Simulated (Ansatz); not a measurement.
# C4H6O2: a ladder of functionals and wavefunction methods

An exercise on one series of results from a longer session: the logs are not shown, and one member is left open.

Program: Ansatz 0.2.0, Gaussian basis. Level of theory: functionals in def2-TZVPP, the program's frozen cores in correlated methods. These are calculated values, not measurements.

Levels to be run: PBE-D4, r2SCAN-D4, PBE0-D4, B3LYP-D4, ωB97X-V, ωB97M-V, B2PLYP; CCSD(T)/def2-TZVPP; MP2/def2-QZVPP; extrapolation to the limit.

**Structure used throughout**

The geometry comes from an earlier relaxation with PBE0-D4 in a triple-zeta def2 set; it is a stationary point, not always the lowest conformer.

SMILES `C=C=C(O)CO`, 12 atoms, charge 0, spin multiplicity 1.

Atoms are counted from 1 here; the program's logs count them from 0.

Bond lengths: C1–C2 1.302 Å, C1–H7 1.087 Å, C1–H8 1.087 Å, C2–C3 1.305 Å, C3–O4 1.372 Å, C3–C5 1.497 Å, O4–H9 0.962 Å, C5–O6 1.408 Å, C5–H10 1.100 Å, C5–H11 1.089 Å, O6–H12 0.962 Å. Angles: C2–C1–H7 121.7°, C2–C1–H8 121.6°, H7–C1–H8 116.7°, C1–C2–C3 179.0°, C2–C3–O4 124.7°, C2–C3–C5 124.4°, O4–C3–C5 110.8°, C3–O4–H9 109.2°, C3–C5–O6 112.2°, C3–C5–H10 108.3°, C3–C5–H11 109.6°, O6–C5–H10 110.9°, O6–C5–H11 107.5°, H10–C5–H11 108.3°, C5–O6–H12 107.4°.

The first run:

File in.yaml:

```yaml
crystal:
  periodic: [false, false, false]
  atoms:
    - {symbol: C, position_ang: [-0.469746, -2.327405, 0.250869]}
    - {symbol: C, position_ang: [-0.212512, -1.051939, 0.292409]}
    - {symbol: C, position_ang: [0.051177, 0.225837, 0.313211]}
    - {symbol: O, position_ang: [-0.214539, 1.061906, 1.367706]}
    - {symbol: C, position_ang: [0.694295, 0.975462, -0.811197]}
    - {symbol: O, position_ang: [-0.105292, 2.041497, -1.265371]}
    - {symbol: H, position_ang: [0.260783, -3.067901, 0.567877]}
    - {symbol: H, position_ang: [-1.425265, -2.704731, -0.105653]}
    - {symbol: H, position_ang: [-0.694879, 0.574535, 2.043506]}
    - {symbol: H, position_ang: [1.674386, 1.339032, -0.467332]}
    - {symbol: H, position_ang: [0.854527, 0.303716, -1.653345]}
    - {symbol: H, position_ang: [-0.336035, 2.574591, -0.498583]}
basis:
  gaussian: {orbitals: def2-TZVPP}
hamiltonian: {xc: pbe, dispersion: d4}
output: {forces: true, orbitals: {seedname: orbitals}}
```

Command:

```console
> ansatz run in.yaml --threads 4 --pin off --events-out ev --progress --plain --max-ram 10444MiB
```

Among the steps run: PBE-D4 (GGA); r2SCAN-D4 (meta-GGA); PBE0-D4 (hybrid); B3LYP-D4 (hybrid); ωB97X-V (range-separated); ωB97M-V (range-separated); B2PLYP (double hybrid); CCSD(T) in def2-TZVPP; MP2 in def2-QZVPP.

One table of the session follows, with a row left open; its other results are not shown here.

It belongs to the step «Atomisation energies». 

```
            method  atoms, summed (eV)  atomisation energy (kcal/mol)
            PBE-D4           -8277.729                         1243.1
         r2SCAN-D4           -8284.465                         1204.6
           PBE0-D4           -8279.470                         1208.5
          B3LYP-D4           -8289.769                         1199.2
           ωB97X-V           -8286.579                         1197.2
           ωB97M-V           -8285.991                         1202.0
            B2PLYP           -8283.244                         1187.4
     HF/def2-TZVPP           -8255.935                          839.3
    MP2/def2-TZVPP           -8270.841                         1195.4
   CCSD/def2-TZVPP           -8273.966                         1142.5
CCSD(T)/def2-TZVPP           -8274.342                         1165.2
           MP2/CBS                   ?                              ?
       CCSD(T)/CBS           -8277.170                         1197.3
```

Estimate the missing values for MP2/CBS.

**Answer.** atoms, summed (eV): -8273.669; atomisation energy (kcal/mol): 1227.5. In the column «atoms, summed (eV)» it lies between CCSD/def2-TZVPP (-8273.966) and MP2/def2-TZVPP (-8270.841).
